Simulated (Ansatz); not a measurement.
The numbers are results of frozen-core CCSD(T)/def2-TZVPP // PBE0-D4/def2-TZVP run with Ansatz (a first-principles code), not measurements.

Ansatz 0.2 input:
```yaml
crystal:
  periodic: [false, false, false]
  atoms:
    - { symbol: C, position_ang: [-0.043256, -0.031228, 0.019184] }
    - { symbol: O, position_ang: [1.307522, -0.125245, 0.070645] }
    - { symbol: H, position_ang: [-0.508672, 0.11731, 1.004753] }
    - { symbol: H, position_ang: [-0.520264, -0.855314, -0.531207] }
    - { symbol: H, position_ang: [-0.250833, 0.890302, -0.560014] }
basis:
  gaussian: { orbitals: def2-TZVPP }
correlation:
  method: ccsd_t
magnetization:
  spin_polarized: true
  initial_magnetization: 1
```

Output:

```
Functional definition: HF
620 factors; integrals over basis functions are off by at most 9.9e-4 eV
mean field evaluation 1: about -3112.1057 eV, gradient 1.9e1 eV
mean field evaluation 2: about -3112.1079 eV, gradient 1.9e1 eV
mean field evaluation 4: about -3114.6353 eV, gradient 3.7e0 eV
mean field evaluation 8: about -3114.9054 eV, gradient 2.0e-1 eV
mean field evaluation 16: about -3114.8599 eV, gradient 1.4e0 eV
mean field evaluation 32: about -3114.9011 eV, gradient 6.5e-2 eV
mean field evaluation 64: about -3114.7696 eV, gradient 1.8e-1 eV
mean field -3114.90588655 eV, -114.4706799718 hartree, gradient 9.0e-6 eV, S^2 0.759909; 4 other end points of the search recorded, 0 dependent functions left out
determinant -3114.90588655 eV, -114.4706799718 hartree, with singles and doubles -3125.75075297 eV, -114.8692214618 hartree
determinant -3114.76971872 eV, -114.4656758962 hartree, with singles and doubles -3125.59045986 eV, -114.8633307985 hartree
determinant -3114.90588655 eV, -114.4706799718 hartree, with singles and doubles -3125.66373265 eV, -114.8660235239 hartree
determinant -3114.76971872 eV, -114.4656758962 hartree, with singles and doubles -3125.50248775 eV, -114.8600978831 hartree
2 core orbitals not correlated
reference -3114.90588655 eV, -114.4706799718 hartree; 7, 6 occupied and 95, 96 virtual orbitals, 620 factors
second order -9.98733689 eV of doubles, -0.00000000 eV of singles
cycle   1  -10.75784732 eV  change   -1.2e-6 eV  update   7.2e-6
perturbative correction -0.34245572 eV, -0.0125850154 hartree
Total energy: -3126.00618959 eV, -114.8786085843 hartree
```

Cost: around 80 core-seconds (rough).
